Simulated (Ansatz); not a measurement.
`CC1=C(F)NC1` → `C=C=C(F)CN`  (isomerisation)

Isolated molecules relaxed with PBE0-D4/def2-TZVP in Ansatz; ΔE leaves out vibrations. CCSD(T)/CBS is the MP2 limit (def2-TZVPP, def2-QZVPP) plus CCSD(T) − MP2 in def2-TZVPP, frozen cores. Functionals use def2-TZVPP. B3LYP here is the variant with VWN-RPA as its local correlation; programs differ in this. Each species was taken in one conformer, which may not be the lowest.

Q: Is it downhill or uphill in electronic energy at CCSD(T)/CBS, and by how much? (Best estimate.)

A: Computed: Uphill: ΔE = +8.9 kcal/mol.

Q: What do these levels give: PBE-D4, r2SCAN-D4, PBE, B3LYP, CCSD(T)/def2-TZVPP, MP2/CBS(def2)? (Best estimate.)

A: The calculation gave: PBE-D4 11.1, r2SCAN-D4 9.8, PBE 10.8, B3LYP 5.5, CCSD(T)/def2-TZVPP 9.3, MP2/CBS(def2) 12.4 kcal/mol.

Largest T1 diagnostic among the species: 0.012.

From PBE to PBE0 (25 % exact exchange), in def2-TZVPP and without D4, ΔE moves by +2.0 kcal/mol. In def2-TZVPP, CCSD(T) changes the Hartree–Fock value by +3.5 kcal/mol (the triples alone add +0.3 kcal/mol) and MP2 by +7.0 kcal/mol.
